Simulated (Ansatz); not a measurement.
# C₂H₇ (doublet): the correlation ladder at distance C1–H5 along a hydrogen transfer = 1.724 Å, cc-pVDZ

How much of the correlation energy of C₂H₇ (doublet) does each wave-function method recover here?

Method: cc-pVDZ, core rule «outside noble gas», up to 2 orbitals frozen; program: Ansatz 0.2.0, Gaussian basis.

The runs, in order: UHF; CCSD(T) on ROHF; CCSD(T) on UHF; BCCD(T) on ROHF; CISD; CCSDT(Q) on ROHF; CCSDT(Q) on UHF; CASSCF and MRCISD+Q, 3 electrons in 3 orbitals; CASSCF and NEVPT2, 3 electrons in 3 orbitals; CASSCF and MRCISD+Q, 9 electrons in 9 orbitals; CASSCF and NEVPT2, 9 electrons in 9 orbitals.

### 1 The system

The geometry derives from fragments relaxed apart (PBE0/def2-TZVP) and kept rigid, so it is no stationary point. A hydrogen atom is moved between rigid fragments.

9 atoms, charge 0, spin multiplicity 2.

Atoms are counted from 1 here; the program's logs count them from 0.

Bond lengths: C1–H2 1.090 Å, C1–H3 1.090 Å, C1–H4 1.090 Å, H5–C6 1.090 Å, C6–H7 1.080 Å, C6–H8 1.080 Å, C6–H9 1.080 Å. Angles: H2–C1–H3 109.5°, H2–C1–H4 109.5°, H3–C1–H4 109.5°, H5–C6–H7 90.0°, H5–C6–H8 90.0°, H5–C6–H9 90.0°, H7–C6–H8 120.0°, H7–C6–H9 120.0°, H8–C6–H9 120.0°.

### 2 UHF

Input file in.yaml:

```yaml
crystal:
  periodic: [false, false, false]
  atoms:
    - {symbol: C, position_ang: [-1.381941, 0.000000, 0.000000]}
    - {symbol: H, position_ang: [-1.745147, 1.027301, 0.000000]}
    - {symbol: H, position_ang: [-1.745147, -0.513650, 0.889668]}
    - {symbol: H, position_ang: [-1.745147, -0.513650, -0.889669]}
    - {symbol: H, position_ang: [0.342059, 0.000000, 0.000000]}
    - {symbol: C, position_ang: [1.432059, 0.000000, 0.000000]}
    - {symbol: H, position_ang: [1.432059, -1.080023, 0.000000]}
    - {symbol: H, position_ang: [1.432059, 0.540011, 0.935327]}
    - {symbol: H, position_ang: [1.432059, 0.540011, -0.935327]}
basis:
  gaussian: {orbitals: cc-pVDZ}
magnetization: {spin_polarized: true, initial_magnetization: 1}
hamiltonian: {xc: hf}
output: {orbitals: {seedname: orbitals}}
```

Command:

```sh
$ ansatz run in.yaml --threads 1 --pin off --events-out ev --progress --plain --max-ram 2816MiB --backend cpu
```

The runs that follow: CCSD(T) on ROHF; CCSD(T) on UHF; BCCD(T) on ROHF; CISD; CCSDT(Q) on ROHF; CCSDT(Q) on UHF; CASSCF and MRCISD+Q, 3 electrons in 3 orbitals; CASSCF and NEVPT2, 3 electrons in 3 orbitals; CASSCF and MRCISD+Q, 9 electrons in 9 orbitals; CASSCF and NEVPT2, 9 electrons in 9 orbitals.

**Question.** What will the summary of the whole plan be? Wanted: UCCSDT(Q) below the RHF energy; RMP2 from UCCSDT(Q); UMP2 from UCCSDT(Q); RCCSD from UCCSDT(Q); RCCSD(T) from UCCSDT(Q); UCCSD(T) from UCCSDT(Q); RCCSDT(Q) from UCCSDT(Q); NEVPT2 pair from UCCSDT(Q); MRCISD+Q pair from UCCSDT(Q).

**Answer**, as computed:

| quantity | value |
| --- | --- |
| UCCSDT(Q) below the RHF energy | -9.8145 eV |
| RMP2 from UCCSDT(Q) | +141.0 kJ/mol |
| UMP2 from UCCSDT(Q) | +141.5 kJ/mol |
| RCCSD from UCCSDT(Q) | +24.5 kJ/mol |
| RCCSD(T) from UCCSDT(Q) | +3.3 kJ/mol |
| UCCSD(T) from UCCSDT(Q) | +3.4 kJ/mol |
| RCCSDT(Q) from UCCSDT(Q) | +0.1 kJ/mol |
| NEVPT2 pair from UCCSDT(Q) | +140.2 kJ/mol |
| MRCISD+Q pair from UCCSDT(Q) | +13.7 kJ/mol |
| NEVPT2 frontier from UCCSDT(Q) | +132.2 kJ/mol |
| levels within 1 kcal/mol (43 meV) | RCCSD(T), UCCSD(T), BCCD(T), RCCSDT, UCCSDT, RCCSDT(Q) |
| T1 diagnostic | 0.017 |

RCCSD(T) misses by +3.3 kJ/mol, 0.4 % of the correlation energy. Of the multireference levels listed MRCISD+Q pair comes nearest in total energy (+13.7 kJ/mol), which doesn't show that its space is the better one. These misses are within one basis, not against nature; the frozen cores of restricted and unrestricted runs differ, which can shift their rows.
